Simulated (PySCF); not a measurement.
# NP: the cost of one run

The runs use PySCF 2.14.0, with density-fitted response routines of our own; the level of theory stands in each step. All values are computed, except where a source is named. Atoms count from 0, in the outputs and in this text.

## 1. The starting structure

2 atoms, charge 0, multiplicity 1; geometry from: GFN2-xTB. The atoms were then displaced at random by about 0.03 Å, so the start is not that level's minimum.

Bonds of the start (Å): N0–P1 1.54.

## 2. Geometry optimisation at PBE0-D3(BJ)/def2-SVP

What the job is given:

```
{"job": {"xc": "PBE0", "basis": "def2-SVP", "d3": "d3bj", "grid": 1, "shake": 0.03, "kind": "geom"}, "charge": 0, "multiplicity": 1}
N      0.793070    -0.082530     0.006950
P     -0.743360    -0.005180    -0.029170
```

Launch:

```console
OMP_NUM_THREADS=1 python probes_run.py task.json out
```

The driver reads the jobs from task.json and runs them one after another.

**Question.** How long does this first job take on 1 thread of AMD EPYC 7R43, shared host, and how much memory does it need?

About 1.2 s, with a peak of 0.23 GiB.
